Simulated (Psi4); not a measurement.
**AlNH4 (SMILES [H][Al]([H])[NH2]): FNO-CCSD/def2-SVPD (density fitting, density fitting for correlation)**

Aim: the energy change on altering one bond length of AlNH4 at FNO-CCSD/def2-SVPD (density fitting, density fitting for correlation), from 2 runs. The job is set up through a Python script.

The results are computed with Psi4 1.11.

5 further runs of the same task are left out: 4 that didn't finish, 1 set aside as unsound or not needed.

## Step 1: The system as given

The species is AlNH4 (6 atoms), meant as a singlet with charge 0. SMILES: `[H][Al]([H])[NH2]`. Geometry: a GFN2-xTB relaxation, a rough one for these elements and not checked as a minimum.

Bond lengths: Al1–N4 1.775 Å, Al1–H2 1.541 Å, Al1–H3 1.542 Å, N4–H5 1.014 Å, N4–H6 1.014 Å. Angles: Al1–N4–H5 127.0°, Al1–N4–H6 126.7°, H2–Al1–N4 121.7°, H3–Al1–N4 121.7°, H5–N4–H6 106.3°, H2–Al1–H3 116.6°.

## Step 2: The energy at FNO-CCSD/def2-SVPD (density fitting, density fitting for correlation)

The input, run.py:

```python
import psi4

psi4.set_memory(1600000000)
psi4.set_num_threads(1)
psi4.set_output_file('alh4n.out', False)

mol = psi4.geometry("""
0 1
Al     0.411220     0.709780     0.004090
H      1.951140     0.754090     0.040220
H     -0.317540     2.068550    -0.020570
N     -0.477760    -0.827010    -0.006690
H     -0.803830    -1.337930    -0.819770
H     -0.763230    -1.367490     0.802720
symmetry c1
""")

psi4.set_options({
    'basis': 'def2-SVPD',
    'reference': 'rhf',
    'scf_type': 'df',
    'freeze_core': True,
    'cc_type': 'df',
})

energy_value = psi4.energy("fno-ccsd")
print(f'total energy {energy_value:.8f} hartree = {energy_value * 27.211386:.5f} eV')
for k, v in sorted(psi4.core.scalar_variables().items()):
    print(f'{k:45s} {v:18.10f}')
```

The run is started by

```sh
$ python run.py
```

alh4n.out:

```text
[...]
  Running in c1 symmetry.
[...]
  Nuclear repulsion =   52.497281297986149
[...]
  Multiplicity = 1
[...]
  Nalpha       = 12
  Nbeta        = 12
[...]
    Number of basis functions: 76
[...]
   @DF-RHF iter   1:  -298.49052875483909   -7.42547e-01   6.00391e-03 ADIIS/DIIS
[...]
   @DF-RHF iter  10:  -298.58946716914318   -9.43601e-12   5.74878e-09 DIIS
[...]
    Orbital Energies [Eh]
    ---------------------
    Doubly Occupied:
       1A    -58.444282     2A    -15.520956     3A     -4.877226
       4A     -3.197052     5A     -3.193451     6A     -3.192812
       7A     -1.087777     8A     -0.625263     9A     -0.602502
      10A     -0.490897    11A     -0.440847    12A     -0.376203
[...]
  @DF-RHF Final Energy:  -298.58946716914318
   => Energetics <=
    Nuclear Repulsion Energy =             52.4972812979861487
    One-Electron Energy =                -518.0749594598215708
    Two-Electron Energy =                 166.9882109926922453
    Total Energy =                       -298.5894671691431768
[...]
 Multipole Moments:
 ------------------------------------------------------------------------------------
     Multipole            Electronic (a.u.)      Nuclear  (a.u.)        Total (a.u.)
 ------------------------------------------------------------------------------------
 L = 1.  Multiply by 2.5417464519 to convert [e a0] to [Debye]
 Dipole X            :          0.3569248           -0.5977273           -0.2408025
 Dipole Y            :          0.6133921           -1.0275322           -0.4141401
 Dipole Z            :         -0.0003632           -0.0025448           -0.0029080
 Magnitude           :                                                    0.4790682
[...]
      * MP2 total energy:                  -298.848674345486
[...]
      * CCSD total energy:                 -298.875898751735
[...]
```

On the terminal:

```text
total energy -298.87589875 hartree = -8132.82745 eV
CC D1 DIAGNOSTIC                                    0.0245220620
CC T1 DIAGNOSTIC                                    0.0104540506
CCSD CORRELATION ENERGY                            -0.2864315826
CCSD DOUBLES ENERGY                                -0.2864315826
CCSD ITERATIONS                                    15.0000000000
CCSD OPPOSITE-SPIN CORRELATION ENERGY              -0.2374364336
CCSD SAME-SPIN CORRELATION ENERGY                  -0.0489951490
CCSD SINGLES ENERGY                                 0.0000000000
CCSD TOTAL ENERGY                                -298.8758987517
CURRENT CORRELATION ENERGY                         -0.2864315826
CURRENT ENERGY                                   -298.8758987517
CURRENT REFERENCE ENERGY                         -298.5894671691
DD SOLVATION ENERGY                                 0.0000000000
HF KINETIC ENERGY                                 298.2150176739
HF POTENTIAL ENERGY                              -596.8044848431
HF TOTAL ENERGY                                  -298.5894671691
HF VIRIAL RATIO                                     2.0012556359
MP2 CORRELATION ENERGY                             -0.2592071763
MP2 DOUBLES ENERGY                                 -0.2592071763
MP2 OPPOSITE-SPIN CORRELATION ENERGY               -0.2054691307
MP2 SAME-SPIN CORRELATION ENERGY                   -0.0537380457
MP2 SINGLES ENERGY                                  0.0000000000
MP2 TOTAL ENERGY                                 -298.8486743455
NAUX (CC)                                         234.0000000000
NAUX (SCF)                                        277.0000000000
NUCLEAR REPULSION ENERGY                           52.4972812980
ONE-ELECTRON ENERGY                              -518.0749594598
PCM POLARIZATION ENERGY                             0.0000000000
PE ENERGY                                           0.0000000000
SCF ITERATION ENERGY                             -298.5894671691
SCF ITERATIONS                                     10.0000000000
SCF TOTAL ENERGY                                 -298.5894671691
TWO-ELECTRON ENERGY                               166.9882109927
```

Wall time 7.8 s (1 thread of Intel Xeon Platinum 8375C at 2.90GHz (Ice Lake), shared host); peak memory 0.22 GiB.

## Step 3: The distorted shape at the same level

The input, calc.py:

```python
import psi4

psi4.set_memory(1600000000)
psi4.set_num_threads(1)
psi4.set_output_file('alh4n.out', False)

geom = psi4.geometry("""
0 1
Al
H 1 1.540981
H 1 1.3879 2 116.57065
N 1 1.775423 3 121.73402 2 179.93191
H 4 1.01413 1 127.00947 3 86.83791
H 4 1.014276 5 106.31125 1 179.82272
symmetry c1
""")

psi4.set_options({
    'reference': 'rhf',
    'scf_type': 'df',
    'freeze_core': True,
    'cc_type': 'df',
})

e, wfn = psi4.energy("fno-ccsd/def2-SVPD", molecule=geom, return_wfn=True)
print('E =', round(e, 9))
```

The run is started by

```sh
$ python calc.py
```

alh4n.out:

```text
[...]
  Running in c1 symmetry.
[...]
  Nuclear repulsion =   53.073929616297235
[...]
  Multiplicity = 1
[...]
  Nalpha       = 12
  Nbeta        = 12
[...]
    Number of basis functions: 76
[...]
   @DF-RHF iter   1:  -298.47739050484915   -6.93903e-01   6.01224e-03 ADIIS/DIIS
[...]
   @DF-RHF iter  10:  -298.57672412583042   -8.98126e-12   5.66175e-09 DIIS
[...]
    Orbital Energies [Eh]
    ---------------------
    Doubly Occupied:
       1A    -58.429636     2A    -15.517711     3A     -4.867630
       4A     -3.186532     5A     -3.184262     6A     -3.182755
       7A     -1.084978     8A     -0.622544     9A     -0.605104
      10A     -0.500278    11A     -0.444041    12A     -0.375770
[...]
  @DF-RHF Final Energy:  -298.57672412583042
   => Energetics <=
    Nuclear Repulsion Energy =             53.0739296162972352
    One-Electron Energy =                -519.2988257892990305
    Two-Electron Energy =                 167.6481720471713857
    Total Energy =                       -298.5767241258304239
[...]
 Multipole Moments:
 ------------------------------------------------------------------------------------
     Multipole            Electronic (a.u.)      Nuclear  (a.u.)        Total (a.u.)
 ------------------------------------------------------------------------------------
 L = 1.  Multiply by 2.5417464519 to convert [e a0] to [Debye]
 Dipole X            :          0.0058298           -0.0059398           -0.0001101
 Dipole Y            :          0.8290171           -1.1305256           -0.3015085
 Dipole Z            :          0.2597392           -0.5666296           -0.3068903
 Magnitude           :                                                    0.4302198
[...]
      * MP2 total energy:                  -298.836185086982
[...]
      * CCSD total energy:                 -298.863358741696
[...]
```

The script printed:

```text
E = -298.863358742
```

Wall time 7.5 s (1 thread of Intel Xeon Platinum 8375C at 2.90GHz (Ice Lake), shared host); peak memory 0.22 GiB.

## Step 4: Results

Level: FNO-CCSD/def2-SVPD (density fitting, density fitting for correlation), 6 core orbitals frozen.

| quantity | value |
| --- | --- |
| first shape: total energy | -298.87590 Eh |
| first shape: HOMO energy (Hartree–Fock orbitals) | -10.24 eV |
| first shape: LUMO energy (Hartree–Fock orbitals) | 1.54 eV |
| first shape: HOMO–LUMO gap (Hartree–Fock orbitals) | 11.77 eV |
| first shape: correlation energy (6 core orbitals frozen) | -286.4 mEh |
| first shape: T1 diagnostic | 0.010 |
| distorted shape: total energy | -298.86336 Eh |
| distorted shape: HOMO energy (Hartree–Fock orbitals) | -10.23 eV |
| distorted shape: LUMO energy (Hartree–Fock orbitals) | 1.54 eV |
| distorted shape: HOMO–LUMO gap (Hartree–Fock orbitals) | 11.76 eV |
| distorted shape: correlation energy (6 core orbitals frozen) | -286.6 mEh |
| distorted shape: T1 diagnostic | 0.010 |
| energy change with the Al1–H3 bond shortened from 1.542 to 1.388 Å | 0.341 eV |

In words: With the Al1–H3 bond shortened from 1.542 to 1.388 Å the energy rises by 0.34 eV (7.9 kcal/mol). The first shape isn't relaxed at this level, so the change isn't measured from a minimum.
